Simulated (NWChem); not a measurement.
## How the cost of r2SCAN grows with the basis: MgNH3S

The species is MgNH3S (6 atoms), meant as a singlet with charge 0. As SMILES, `[NH2][Mg][SH]`. Geometry: relaxed at PBE0-D4/def2-TZVP.

r2SCAN, energy, NWChem 7.3.0, on 1 thread of Intel Xeon Platinum 8488C (Sapphire Rapids), shared host. N is the number of basis functions, t the processor time.

```
            basis    N  t (s)   ln N   ln t
         6-31G(d)   56     11  4.025  2.398
        6-31+G(d)   68     13  4.220  2.565
     6-31++G(d,p)   80     16  4.382  2.773
     6-311+G(d,p)  100     20  4.605  2.996
  6-311++G(2d,2p)  127      ?  4.844      ?
6-311++G(3df,3pd)  187     80  5.231  4.382
```

Fit t = C·Nᵖ to the known rows and estimate the time in 6-311++G(2d,2p).


1. Means of the 5 rows: ln N = 4.49260, ln t = 3.0228.
2. Σ(Δln N)² = 0.86306, Σ(Δln N·Δln t) = 1.4452, so the slope is 1.4452/0.86306 = 1.6745.
3. Intercept: 3.0228 − (1.6745) × 4.49260 = -4.5001. The largest residual of the fit is 0.215.
4. ln t = -4.5001 + 1.6745 × 4.844, so t ≈ 37 s.

The run took 31 s, so the estimate is too long by a factor of about 1.2. The fitted power is 1.7, with the electron count fixed. The times don't lie on a line: the count of functions alone doesn't set the cost here, and shared hosts add noise.
